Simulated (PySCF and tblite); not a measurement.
The numbers below are computed, except where a source is named.
C₄H₅N, numbered as in [CH2:1]=[CH:2][CH2:3][C:4]#[N:5]. The same 2 conformers on PBE0-D3(BJ)/def2-SVP geometries, with only the solvent of the single-point energies changed (functional PBE0, basis set def2-TZVP, D3(BJ) where defined; PySCF).

Torsions listed: C1–C2–C3–C4. Of a mirror pair one member is shown.

```
conformer  shape   symmetry  dipole D
        1     0°         Cs      3.91
        2   123°  C1 (pair)      4.01
```

Energies (kcal/mol) above conformer 1 and its weight at 298.15 K (thermal terms from GFN2-xTB):

```csv
solvent,E(2) − E(1),weight of 1 (%),dipole of 1 (D),of 2
gas phase,0.80,71,3.91,4.01
cyclohexane,0.64,65,4.39,4.47
chloroform,0.53,60,4.79,4.83
acetone,0.45,57,5.10,5.09
water,?,?,?,?
```

Task: What does water give?

Result: E(2) − E(1) = 0.43 kcal/mol, weight of conformer 1 57 %, dipoles 5.18 and 5.16 D.

Task: How much does the choice of solvent matter?

Result: The widest range is that of E(2) − E(1), which runs from 0.43 (water) to 0.80 kcal/mol (gas phase), a spread of 0.37, against RT = 0.59.
